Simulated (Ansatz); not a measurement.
A nudged elastic band was laid between two geometries of CH2FSi (5 atoms, charge 1, multiplicity 1).

These are results of Ansatz 0.2.0, RKS r2SCANh-D4/def2-SVP, not measurements.

```
movable images  : 5
climbing image  : yes
spring          : 5.0 eV/Å²
optimiser       : quadratic models (default)
start path      : through a guess of the saddle point
force threshold : 0.05 eV/Å
iteration limit : 60
end points      : relaxed
```

Initial state:

```xyz
5
Properties=species:S:1:pos:R:3
F 0.718 -1.143 1.753
C 0.194 -0.459 0.888
Si -0.030 0.271 -0.687
H -1.176 -0.381 -1.356
H 0.294 1.712 -0.598
```

Final state:

```xyz
5
Properties=species:S:1:pos:R:3
F 0.630 -1.102 1.812
C 0.420 -0.563 0.737
Si -0.400 0.442 -0.441
H -1.061 -0.435 -1.433
H 0.411 1.658 -0.674
```

(1) Which bonds break or form, and what moves?

(2) What energy profile does the band end with?

(3) What is the geometry of the highest image?

(4) What are the harmonic wavenumbers there?

Results:

(1) No bond is made or broken.  The two ends are copies of one structure, up to a mirror image or an exchange of like atoms.

(2) The run converged. The highest image is number 3 of 0 to 6, 0.6 kcal/mol above the ends, which have the same energy within 2 meV. A vibrational analysis at the climbing image gives one clearly imaginary mode, 176i cm⁻¹: a first-order saddle point. Limits of this set-up: the dipole of an ion depends on the origin.

| image | path coordinate (Å) | energy (kcal/mol) |
| --- | --- | --- |
| 0 | 0.00 | 0.0 |
| 1 | 0.10 | 0.2 |
| 2 | 0.20 | 0.4 |
| 3 | 0.30 | 0.6 |
| 4 | 0.41 | 0.5 |
| 5 | 0.51 | 0.2 |
| 6 | 0.62 | 0.0 |

(3) 
```xyz
5
Properties=species:S:1:pos:R:3
F 0.678 -1.132 1.797
C 0.303 -0.510 0.815
Si -0.208 0.357 -0.578
H -1.151 -0.424 -1.399
H 0.378 1.708 -0.635
```

(4) 176i, 254, 444, 617, 679, 787, 1765, 2296, 2361 cm⁻¹.

The run took 2.4 min on 1 thread of Arm Neoverse N1 (shared host), peak memory 0.12 GiB.
